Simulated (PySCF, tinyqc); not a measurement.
FCI on RHF in the sto-3g basis, frozen core, for LiH, spin multiplicity 1, step by step. The lowest restricted solution is unstable here: a spin-polarised one lies 0.0663 hartree lower (PySCF). One step of it, computed by the program tinyqc.

Task: FCI: roots. Diagonalise (each vector has its largest component positive (the first on a tie)); all determinants have Ms = 0, so triplets appear too. The lowest singlet root is the correlation energy.

Occupation strings over the orbitals (2 doubly, a alpha, b beta, 0 empty; spin orbitals ordered 1a 1b 2a 2b ...): 220000 2ab000 2a000b 2ba000 2b000a 202000 20a00b 200200 200020 20b00a 200002

H - E(HF) between determinants (hartree):
```
           220000     2ab000     2a000b     2ba000     2b000a     202000     20a00b     200200
220000   0.000000   0.000000   0.000000   0.000000   0.000000   0.053067   0.069562   0.021501
2ab000   0.000000   0.071743  -0.008794  -0.053067  -0.069562   0.101623  -0.044225   0.023618
2a000b   0.000000  -0.008794   0.197246  -0.069562  -0.125558  -0.044225   0.035259   0.015208
2ba000   0.000000  -0.053067  -0.069562   0.071743  -0.008794  -0.101623  -0.095751  -0.023618
2b000a   0.000000  -0.069562  -0.125558  -0.008794   0.197246   0.044225   0.051602  -0.015208
202000   0.053067   0.101623  -0.044225  -0.101623   0.044225   0.406296  -0.120897   0.040765
20a00b   0.069562  -0.044225   0.035259  -0.095751   0.051602  -0.120897   0.342829   0.007632
200200   0.021501   0.023618   0.015208  -0.023618  -0.015208   0.040765   0.007632   0.557111
200020   0.021501   0.023618   0.015208  -0.023618  -0.015208   0.040765   0.007632   0.016869
20b00a  -0.069562  -0.095751   0.051602  -0.044225   0.035259   0.120897  -0.053722  -0.007632
200002   0.125558  -0.051602   0.049350   0.051602  -0.049350   0.053722  -0.043074   0.016891

           200020     20b00a     200002
220000   0.021501  -0.069562   0.125558
2ab000   0.023618  -0.095751  -0.051602
2a000b   0.015208   0.051602   0.049350
2ba000  -0.023618  -0.044225   0.051602
2b000a  -0.015208   0.035259  -0.049350
202000   0.040765   0.120897   0.053722
20a00b   0.007632  -0.053722  -0.043074
200200   0.016869  -0.007632   0.016891
200020   0.557111  -0.007632   0.016891
20b00a  -0.007632   0.342829   0.043074
200002   0.016891   0.043074   0.430477
```

Give: lowest roots of this matrix, relative to E(HF); lowest vectors; <S^2> of these roots; weight of the ground state by excitation level 0, 1, 2, ....

Result:

lowest roots of this matrix, relative to E(HF) (hartree): -0.0792  -0.0557  -0.0046  0.0476  0.3087  0.3380  0.3876  0.4809

lowest vectors:
```
         root 1  root 2   root 3   root 4
220000   0.8676  0.0000  -0.3035   0.0000
2ab000   0.1487  0.6303   0.5417  -0.1566
2a000b  -0.0356  0.2574  -0.1989   0.6150
2ba000  -0.1487  0.6303  -0.5417  -0.1566
2b000a   0.0356  0.2574   0.1989   0.6150
202000  -0.2529  0.0000  -0.3710   0.0000
20a00b  -0.2250  0.1910  -0.1061  -0.3119
200200  -0.0118  0.0000  -0.0019   0.0000
200020  -0.0118  0.0000  -0.0019   0.0000
20b00a   0.2250  0.1910   0.1061  -0.3119
200002  -0.1873  0.0000   0.2861   0.0000
```

<S^2> of these roots: 0.0000  2.0000  0.0000  2.0000  0.0000  0.0000  2.0000  0.0000

weight of the ground state by excitation level 0, 1, 2, ...: 0.7527  0.0468  0.2006

The reference has a weight of only 0.75: one determinant is a poor start here. A root of higher spin lies below E(HF).
